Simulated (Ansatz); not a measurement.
**SiNH4 radical: up Jacob's ladder to CCSD(T)**

One table from this session's results is given with a row withheld; the runs are named, their logs left out.

Program: Ansatz 0.2.0, Gaussian basis. Level of theory: functionals in def2-TZVPP, the program's frozen cores in correlated methods. These are calculated values, not measurements.

Plan: LDA (SPW92), PBE-D4, revPBE-D4, BLYP-D4, r2SCAN-D4, B97M-V, PBE0-D4, B3LYP-D4, r2SCANh-D4, r2SCAN0-D4, HSE06-D4, BHLYP-D4, CAM-B3LYP-D4, LC-ωPBE, ωB97X-V, ωB97M-V, B2PLYP, PBE-QIDH; CCSD(T)/def2-SVP; CCSD(T)/def2-TZVPP; MP2/def2-QZVPP; extrapolation to the limit; RPA on PBE.

### The relaxed structure

An earlier PBE0-D4 in a triple-zeta def2 set relaxation fixed the geometry.

SMILES `N[SiH2]`, 6 atoms, charge 0, spin multiplicity 2.

Atoms are counted from 1 here; the program's logs count them from 0.

Bond lengths: N1–Si2 1.725 Å, N1–H3 1.008 Å, N1–H4 1.008 Å, Si2–H5 1.493 Å, Si2–H6 1.493 Å. Angles: Si2–N1–H3 119.9°, Si2–N1–H4 119.9°, H3–N1–H4 110.9°, N1–Si2–H5 107.3°, N1–Si2–H6 107.3°, H5–Si2–H6 110.5°.

The first run:

in.yaml reads:

```yaml
crystal:
  periodic: [false, false, false]
  atoms:
    - {symbol: N, position_ang: [-0.062313, -0.863543, 0.020895]}
    - {symbol: Si, position_ang: [0.307376, 0.815331, 0.161642]}
    - {symbol: H, position_ang: [0.564976, -1.475898, -0.476417]}
    - {symbol: H, position_ang: [-0.503587, -1.346491, 0.787596]}
    - {symbol: H, position_ang: [0.657352, 1.307838, -1.204071]}
    - {symbol: H, position_ang: [-0.921603, 1.498863, 0.664255]}
basis:
  gaussian: {orbitals: def2-TZVPP}
magnetization: {spin_polarized: true, initial_magnetization: 1}
hamiltonian: {xc: lda}
output: {orbitals: {seedname: orbitals}}
```

Steps of the session up to this table: LDA; PBE-D4 (GGA); revPBE-D4 (GGA); BLYP-D4 (GGA); r2SCAN-D4 (meta-GGA); B97M-V (meta-GGA); PBE0-D4 (hybrid); B3LYP-D4 (hybrid); r2SCANh-D4 (hybrid); r2SCAN0-D4 (hybrid); HSE06-D4 (hybrid); BHLYP-D4 (hybrid); CAM-B3LYP-D4 (range-separated); LC-ωPBE-D4 (range-separated; the results give it without D4); ωB97X-V (range-separated); ωB97M-V (range-separated); B2PLYP (double hybrid); PBE-QIDH (double hybrid).

One of the session's tables, all rows but one given; the rest of the session is left out.

It belongs to the step «Orbital energies across the functionals». 

| functional | HOMO (eV) | LUMO (eV) | gap (eV) |
| --- | --- | --- | --- |
| LDA (SPW92) | -4.10 | -3.00 | 1.11 |
| PBE-D4 | -4.15 | -2.60 | 1.55 |
| revPBE-D4 | -4.13 | -2.48 | 1.65 |
| BLYP-D4 | -3.96 | -2.65 | 1.32 |
| r2SCAN-D4 | -4.48 | -2.12 | 2.36 |
| B97M-V | -4.25 | -2.76 | 1.49 |
| PBE0-D4 | -5.31 | -1.69 | 3.62 |
| B3LYP-D4 | ? | ? | ? |
| r2SCANh-D4 | -4.91 | -1.82 | 3.09 |
| r2SCAN0-D4 | -5.55 | -1.37 | 4.18 |
| HSE06-D4 | -4.91 | -2.07 | 2.84 |
| BHLYP-D4 | -6.30 | -0.92 | 5.38 |
| CAM-B3LYP-D4 | -6.54 | -0.82 | 5.73 |
| LC-ωPBE | -7.97 | 0.59 | 8.56 |
| ωB97X-V | -7.46 | 0.07 | 7.53 |
| ωB97M-V | -7.10 | -0.08 | 7.01 |

Q: Estimate the row for B3LYP-D4 from the others.

Worked estimate for «HOMO (eV)». Against the share of exact exchange, BLYP-D4 (0, -3.96), BHLYP-D4 (0.5, -6.30) give a slope of -4.68 per unit share; at 0.2 the line stands at -4.90.

As computed: HOMO (eV): -5.04; LUMO (eV): -2.10; gap (eV): 2.94. In «HOMO (eV)» the line misses by +0.14.
